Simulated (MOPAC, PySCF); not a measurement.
C4H8, SMILES `CC(=C)C`, neutral singlet in the gas phase. 

Z-matrix (Å, degrees):
```
C
C 1 1.3290
H 2 1.0845 1 121.45
H 2 1.0845 3 117.11 1 179.98
C 1 1.4956 2 122.16 3 179.99
H 5 1.0905 1 111.83 2 0.00
H 5 1.0952 6 108.41 1 -122.38
H 5 1.0952 6 108.41 7 -115.23
C 1 1.4956 2 122.16 3 -0.01
H 9 1.0905 1 111.83 2 0.00
H 9 1.0952 10 108.41 1 -122.39
H 9 1.0952 10 108.41 11 -115.23
```
Charge 0, multiplicity 1.

All levels are single points at this geometry (PBE0-D3(BJ)/def2-TZVP); Pople sets use spherical d functions. Orbital energies aren't observables, and empty levels follow the basis.

| level | HOMO (eV) | LUMO (eV) | gap (eV) | dipole (D) | vertical IE, Delta-SCF (eV) |
|---|---|---|---|---|---|
| PBE-D3(BJ)/def2-TZVP in PySCF | -5.93 | -0.47 | 5.46 | 0.58 | – |
| PBE0-D3(BJ)/def2-TZVP in PySCF | -7.04 | 0.57 | 7.60 | 0.58 | – |
| B3LYP/3-21G in PySCF | -6.56 | 1.00 | 7.56 | 0.52 | – |
| B3LYP/6-311+G** in PySCF | -6.84 | 0.08 | 6.92 | 0.59 | – |
| B3LYP/6-31G* in PySCF | -6.52 | 0.91 | 7.43 | 0.52 | 9.08 |
| M06-2X/6-31G* in PySCF | -8.03 | 2.03 | 10.06 | 0.49 | – |
| PBE/6-31G* in PySCF | -5.60 | 0.06 | 5.66 | 0.55 | 9.02 |
| SVWN5/6-31G* in PySCF | -5.70 | -0.10 | 5.61 | 0.60 | 9.22 |
| HF/3-21G in PySCF | -9.37 | 5.23 | 14.60 | 0.50 | – |
| HF/6-31G* in PySCF | -9.32 | 5.19 | 14.51 | 0.46 | 7.88 |
| HF/STO-3G in PySCF | -8.01 | 8.77 | 16.78 | 0.41 | – |
| AM1 in MOPAC | -9.75 | 1.32 | 11.07 | 0.37 | – |
| PM6 in MOPAC | -9.65 | 1.55 | 11.20 | 1.13 | – |
